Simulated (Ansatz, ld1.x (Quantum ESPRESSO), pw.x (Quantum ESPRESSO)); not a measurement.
## From atom to crystal: PAW potential for Te (Z = 52)

```
Element                 : tellurium (Te)
Generator               : ld1.x (Quantum ESPRESSO) 7.5
Type                    : PAW
Functional              : PBEsol
Relativity              : scalar-relativistic
Frozen core             : [Kr] 4d10
Valence charge          : 6
Reference configuration : 5s2 5p4
Partial waves           : 5s (bound): rcut 1.85, rcutus 2.05 bohr; 5s channel at -0.2 Ry: rcut 1.85, rcutus 2.05 bohr; 5p (bound): rcut 1.70, rcutus 2.40 bohr; 5p channel at 0.45 Ry: rcut 1.70, rcutus 2.40 bohr; 5d channel at 0.2 Ry: rcut 2.00, rcutus 2.15 bohr
Local potential         : all-electron potential smoothed inside 2.35 bohr (lloc = -2)
Core correction         : Bessel-smoothed model core inside 1.25 bohr
Augmentation charge     : PSQ, radius 1.95 bohr
```

Crystal test: bcc Te in pw.x 7.5, no spin, 12³ k-points, Fermi–Dirac smearing 0.01 Ry, cutoffs 40/320 Ry. The reference is all-electron LAPW (Ansatz 0.2.0) with the same functional, mesh and smearing; V0 and B0 come from Birch–Murnaghan fits to the pressures at five volumes. Errors are pseudo minus all-electron; Δ is the rms difference of the E(V) curves that follow from these fits, minima aligned, over ±6 % about the mean V0. Mesh and smearing are coarse, so the numbers serve the comparison and aren't converged zero-temperature values; the lattice is a test structure that the element need not adopt.

All-electron: a0 = 3.776 Å (V0 = 26.93 Å³/atom), B0 = 64.5 GPa.

Problem. How far does the potential miss the all-electron equation of state?

Solution. mean pressure error (GPa): +0.25; a0 (Å): 3.781; a0 error (%): +0.12; B0 error (%): +0.8; Δ (meV/atom): 1.4.

| V (Å³/atom) | P all-electron (GPa) | P pseudo (GPa) |
| --- | --- | --- |
| 25.579 | 3.77 | 4.11 |
| 26.252 | 1.75 | 2.04 |
| 26.925 | 0.01 | 0.25 |
| 27.598 | -1.49 | -1.29 |
| 28.271 | -2.78 | -2.61 |

Problem. At the middle volume, how do free energy and pressure move when the wave cutoff is lowered (ecutrho held at 320 Ry)?

Solution.

```tsv
cutoff (Ry)	shift of F (meV/atom)	shift of P (GPa)
18	+4.7	-0.05
24	+2.5	-0.01
32	+0.5	-0.01
```

The run at the middle volume (72 k-points, 6 iterations) took about 5.8 s on one core of a shared host (Neoverse-V2, 96 threads, 371 GiB, load 71).
